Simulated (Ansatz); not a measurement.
A cut through the energy surface

CH₃NaSi, singlet, at its PBE0-D4/def2-TZVP minimum:

Na1  (-1.825, -0.804, -1.693)
C2  (-0.407, -0.814, 0.051)
Si3  (0.536, 0.584, 0.263)
H4  (-0.266, -1.625, 0.769)
H5  (0.395, 1.730, -0.683)
H6  (1.567, 0.930, 1.292)
(Å)

The bond length C2–H4 (1.092 Å at the minimum) is set to the values below, the two halves moving rigidly along the bond. Each method's energies count from its own value at the PBE0-D4 minimum structure. Program: Ansatz 0.2.0. Basis: def2-TZVPP. Cores are frozen in the correlated methods. The outer core shell of Li, Na, Mg and K is correlated. The def2 sets are not built for correlating such inner shells, so the correlated values are less sure here.

CCSD(T) energies along the scan:
```json
{"bond length (Å)": "0.983", "CCSD(T) (kcal/mol)": "5.65"}
{"bond length (Å)": "1.005", "CCSD(T) (kcal/mol)": "3.44"}
{"bond length (Å)": "1.037", "CCSD(T) (kcal/mol)": "1.28"}
{"bond length (Å)": "1.074", "CCSD(T) (kcal/mol)": "0.13"}
{"bond length (Å)": "1.116", "CCSD(T) (kcal/mol)": "0.21"}
{"bond length (Å)": "1.161", "CCSD(T) (kcal/mol)": "1.60"}
{"bond length (Å)": "1.208", "CCSD(T) (kcal/mol)": "4.13"}
{"bond length (Å)": "1.258", "CCSD(T) (kcal/mol)": "7.72"}
{"bond length (Å)": "1.310", "CCSD(T) (kcal/mol)": "12.14"}
```
They count from the CCSD(T) energy at the PBE0-D4 minimum.

Largest difference from the CCSD(T) curve over the scan: PBE0-D4 0.31; wB97M-V 0.51; HF 2.23; MP2 0.59 kcal/mol. Each curve counts from its own value at the minimum.

The T1 diagnostic stays at or below 0.017. The restricted Hartree–Fock reference is unstable towards an unrestricted one here.

For scale, one of the runs: CCSD(T)/def2-TZVPP, 147 basis functions (an equivalent command: `ansatz run in.yaml --threads 2`). Time: 16 s of wall clock on 2 CPU threads; the host was shared. Peak host memory: 0.94 GiB.
